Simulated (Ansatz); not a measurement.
This geometry of H5S2Si (8 atoms, charge 1, multiplicity 1) is a first-order saddle point.

These are results of RKS PBE0-D4/6-31G in Ansatz, not measurements.

```xyz
8
Properties=species:S:1:pos:R:3
Si -0.418 1.354 -0.527
S -0.765 -0.098 1.254
S 0.177 -2.094 0.646
H -1.102 0.751 -1.708
H 1.061 1.482 -0.687
H -1.100 2.532 0.079
H 0.862 -1.832 -0.523
H 1.285 -2.096 1.466
```

(1) Which two structures does it join? (They come from a converged band through this point; their orientation in space is the band's.)

(2) How far does it lie above each of them?

Answers

(1) No bond is made or broken. The dihedral Si1–S2–S3–H8 goes from -131 to 50°.

Initial state:

```xyz
8
Properties=species:S:1:pos:R:3
Si -0.920 1.246 -0.609
S 0.225 0.272 1.170
S 1.014 -1.636 0.215
H -1.996 0.288 -0.989
H 0.094 1.498 -1.672
H -1.375 2.454 0.139
H 2.337 -1.564 0.589
H 0.619 -2.558 1.158
```

Final state:

```xyz
8
Properties=species:S:1:pos:R:3
Si -0.797 1.090 -0.507
S 0.230 0.448 1.476
S 1.232 -1.534 1.042
H -1.780 0.015 -0.832
H 0.296 1.222 -1.516
H -1.383 2.372 -0.024
H 0.241 -2.304 0.469
H 1.960 -1.310 -0.108
```

(2) 0.214 eV above the first and 0.056 eV above the second. This is the barrier of this one path; another mechanism may lie lower. Limits of this set-up: no polarisation functions, the dipole of an ion depends on the origin.

The run took 2.9 min on 1 thread of Arm Neoverse V1 (shared host), peak memory 0.11 GiB.
